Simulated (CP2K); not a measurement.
**GFN1-xTB run of S2F2 (SMILES FSSF)**

What is the vertical ionisation energy of S2F2 at GFN1-xTB? 

Program for the calculation: CP2K 2026.2.

5 further runs of the same task are left out: 5 that didn't finish.

## 1. The molecule

S2F2: 4 atoms, total charge 0, spin state singlet. SMILES: `FSSF`. The shape is that of a PBE0-D4/def2-TZVP optimisation.

Bond lengths: F1–S2 1.631 Å, S2–S3 1.890 Å, S3–F4 1.631 Å. Angles: F1–S2–S3 108.6°, S2–S3–F4 108.6°.

## 2. A single-point energy at GFN1-xTB

Input file molecule.xyz:

```xyz
4

F     -1.783750    -0.199930    -0.621590
S     -0.467670     0.764150    -0.632370
S      1.044990    -0.276390    -0.184720
F      1.206410    -0.287820     1.438680
```

Input file gas.inp:

```
&GLOBAL
 PROJECT_NAME gas
 RUN_TYPE ENERGY
 PRINT_LEVEL MEDIUM
&END GLOBAL

&FORCE_EVAL
 METHOD Quickstep
 &DFT
  &QS
   METHOD XTB
   EPS_DEFAULT 1.0E-10
   &XTB
    GFN_TYPE 1
    CHECK_ATOMIC_CHARGES F
   &END XTB
  &END QS
  &POISSON
   PERIODIC NONE
   POISSON_SOLVER ANALYTIC
  &END POISSON
  &SCF
   SCF_GUESS ATOMIC
   EPS_SCF 1.0E-06
   MAX_SCF 150
   ADDED_MOS 2
   &DIAGONALIZATION
    ALGORITHM STANDARD
   &END DIAGONALIZATION
   &MIXING
    METHOD BROYDEN_MIXING
    ALPHA 0.4
    NBUFFER 8
   &END MIXING
   &SMEAR ON
    METHOD FERMI_DIRAC
    ELECTRONIC_TEMPERATURE [K] 300
   &END SMEAR
  &END SCF
  &PRINT
   &MOMENTS
    PERIODIC F
    REFERENCE COM
    MAX_MOMENT 1
   &END MOMENTS
   &MO ON
    ENERGIES T
    OCCUPATION_NUMBERS T
    NDIGITS 6
    &EACH
     QS_SCF 0
    &END EACH
    ADD_LAST NUMERIC
   &END MO
   &HIRSHFELD OFF
   &END HIRSHFELD
  &END PRINT
 &END DFT
 &SUBSYS
  &CELL
   ABC 11 9.1 10.1
   PERIODIC NONE
  &END CELL
  &TOPOLOGY
   COORD_FILE_NAME molecule.xyz
   COORD_FILE_FORMAT XYZ
   &CENTER_COORDINATES
   &END CENTER_COORDINATES
  &END TOPOLOGY
 &END SUBSYS
&END FORCE_EVAL
```

Command:

```console
$ OMP_NUM_THREADS=1 cp2k.psmp -i gas.inp -o gas.out
```

Log:

```text
CP2K| version string:                                       CP2K version 2026.2
[...]
 GLOBAL| Method name                                                        CP2K
[...]
 GLOBAL| Run type                                                         ENERGY
[...]
                             - Atoms:                                          4
[...]
                             - Spherical basis functions:                     26
[...]
 Number of electrons:                                                         26
[...]
     1 NoMix/Diag. 0.40E+00    0.0     1.06247151       -17.4840993100 -1.75E+01
[...]
    24 Broy./Diag. 0.40E+00    0.0     0.00000062       -17.6188604622  7.41E-06
  *** SCF run converged in    24 steps ***
[...]
  Fermi energy:                                                -0.34754698703493
[...]
 TB_DIPOLE| Moment [Debye]          1.09728131       0.92710223      -1.55309588
 TB_DIPOLE| Derivative [a.u.]       0.00000000       0.00000000       0.00000000
[...]
 ENERGY| Total FORCE_EVAL ( QS ) energy [hartree]            -17.618860462239791
[...]
```

Run time: 0.28 s. Hardware: 1 thread of Arm Neoverse V2, shared host.

## 3. The doublet cation

molecule.xyz is that of step 2.

Input file run.inp:

```
&GLOBAL
    PROJECT_NAME run
    RUN_TYPE ENERGY
    PRINT_LEVEL MEDIUM
&END

&FORCE_EVAL
    METHOD QUICKSTEP
    &DFT
        CHARGE 1
        MULTIPLICITY 2
        SPIN_POLARIZED T
        &QS
            METHOD XTB
            EPS_DEFAULT 1.0E-10
            &XTB
                GFN_TYPE 1
                CHECK_ATOMIC_CHARGES F
            &END
        &END
        &POISSON
            PERIODIC NONE
            POISSON_SOLVER ANALYTIC
        &END
        &SCF
            SCF_GUESS ATOMIC
            EPS_SCF 1.0E-06
            MAX_SCF 40
            &OT ON
                MINIMIZER CG
                PRECONDITIONER FULL_SINGLE_INVERSE
            &END
            &OUTER_SCF
                EPS_SCF 1.0E-06
                MAX_SCF 10
            &END
        &END
        &PRINT
            &MOMENTS
                PERIODIC F
                REFERENCE COM
                MAX_MOMENT 1
            &END
            &MO_CUBES
                NLUMO 3
                NHOMO -1
                WRITE_CUBE F
            &END
            &HIRSHFELD OFF
            &END
        &END
    &END
    &SUBSYS
        &CELL
            ABC [angstrom] 11 9.1 10.1
            PERIODIC NONE
        &END
        &TOPOLOGY
            COORD_FILE_NAME molecule.xyz
            COORD_FILE_FORMAT XYZ
            &CENTER_COORDINATES
            &END
        &END
    &END
&END
```

Command:

```console
$ OMP_NUM_THREADS=1 cp2k.psmp -i run.inp -o run.out
```

Log:

```text
CP2K| version string:                                       CP2K version 2026.2
[...]
 GLOBAL| Method name                                                        CP2K
[...]
 GLOBAL| Run type                                                         ENERGY
[...]
                             - Atoms:                                          4
[...]
                             - Spherical basis functions:                     26
[...]
 Number of electrons:                                                         13
[...]
     1 OT CG       0.80E-01    0.0     0.10482417       -16.6355750517 -1.66E+01
[...]
    25 OT CG       0.70E-01    0.0     0.00000073       -16.9743610812 -4.11E-11
  *** SCF run converged in    25 steps ***
[...]
 TB_DIPOLE| Moment [Debye]          0.79822584       0.67436899      -1.12970355
 TB_DIPOLE| Derivative [a.u.]       0.00000000       0.00000000       0.00000000
[...]
 ENERGY| Total FORCE_EVAL ( QS ) energy [hartree]            -16.974361081184000
[...]
```

It took 0.62 s on 1 thread of Arm Neoverse V2, shared host.

## 4. Summary of results

At GFN1-xTB:

```
                                               quantity         value
                             singlet S2F2: total energy  -17.61886 Eh
singlet S2F2: dipole moment (from atomic charges alone)        2.12 D
                              singlet S2F2: HOMO energy     -13.00 eV
                              singlet S2F2: LUMO energy      -8.55 eV
                            singlet S2F2: HOMO–LUMO gap       4.45 eV
                        singlet S2F2: dispersion energy  -2.79 kJ/mol
                           doublet cation: total energy  -16.97436 Eh
     doublet cation: HOMO energy (highest over α and β)     -22.14 eV
                      doublet cation: dispersion energy  -2.79 kJ/mol
     vertical ionisation energy (to the doublet cation)     17.538 eV
```

The vertical ionisation energy comes to 17.54 eV (404 kcal/mol). xTB total energies overstate such differences by several eV unless an empirical shift is taken off; none is applied here. The dipole (singlet S2F2) comes from point charges on the atoms alone, without atomic dipoles, so it is partial.
